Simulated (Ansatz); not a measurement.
SiC₂, relaxed as a singlet with RKS PBE-D4/def2-TZVP in Ansatz, starting from the GFN1-xTB geometry. Force threshold 0.02 eV/Å.

Another isomer (singlet) lies 0.09 eV lower at PBE0-D4/def2-TZVP; other spin states weren't run for this one.

Start:

```xyz
3

Si    0.3517   -0.9910   -1.1869
C    -0.3136    0.8890    1.0666
C    -0.0381    0.1020    0.1203
```

Q: Estimate the energy that the relaxation releases and the steps that it takes.

A: 0.11 eV, in 20 steps; 9.5 s on 4 threads of Arm Neoverse V1 on a shared host. The force fell under the threshold at step 3, but the optimiser went on and released 0.052 eV more. No frequencies were taken in this run, so the end may be a saddle point.

Q: Does the start keep its bonding and symmetry?

A: By distances, no bond broke or formed. The bond that changes most is Si1–C3, from 1.75 to 1.71 Å (atoms count from 1). Point group C∞v at the start, Cs at the end, both within 0.05 Å.

Q: Predict the relaxed structure.

A: 
```xyz
3

Si    0.501   -0.898   -0.890
C     0.002    0.644    1.007
C    -0.503    0.255   -0.118
```
Bond lengths: 1 × C–Si 1.71 Å; 1 × C–C 1.29 Å.
